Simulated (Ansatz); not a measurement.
Ideal-gas functions of CH$_{4}$SSi (`C[Si]S`) at 298.15 K and 1 bar, from an Ansatz frequency run at PBE0-D4/def2-TZVP.

Molar mass 76.2 g/mol, point group C1 (symmetry number 1), electronic degeneracy 1, moments of inertia 32.77, 113.67, 143.336 u Å². Harmonic wavenumbers (cm⁻¹, unscaled): 63, 217, 421, 506, 624, 685, 715, 836, 1252, 1423, 1442, 2702, 3020, 3099, 3137.

Use S(trans) = R[1.5 ln M + 2.5 ln T − 1.1517]; rotational temperatures θ = 24.2544 K / I; S(rot) = R[ln(√π/σ · √(T³/θAθBθC)) + 1.5]; for each mode x = 1.438777 ν̃/T, S = R[x/(eˣ − 1) − ln(1 − e⁻ˣ)] and H = RT x/(eˣ − 1); 1 cm⁻¹ = 0.0119627 kJ/mol; R = 8.31446 J/(mol·K).

Question: By hand: the entropy, in J/(mol·K).

Answer: Translation 162.9. Rotation: θ = 0.7401, 0.2134, 0.1692 K, giving 103.3. Vibration, mode by mode: 18.25, 8.30, 3.72, 2.69, 1.72, 1.36, 1.21, 0.75, 0.14, 0.07, 0.06, 0.00, 0.00, 0.00, 0.00, in all 38.3. Electronic 0.0. Sum 304.5 J/(mol·K).

Question: By hand: H − E and G − E in kJ/mol, counted from the electronic energy.

Answer: Zero-point energy ½ × 20142 × 0.0119627 = 120.5; thermal vibration 6.1; translation, rotation and pV give 4 RT = 9.9. H − E = 136.5 kJ/mol, and G − E = 136.5 − 298.15 × 304.5/1000 = 45.7 kJ/mol.

Vibration gives 13 % of the entropy, 18.2 J/(mol·K) of it from the mode under 150 cm⁻¹: soft modes count most, and the harmonic formula is weakest for them. The sum counts one conformer and one mirror image; others add a mixing term.
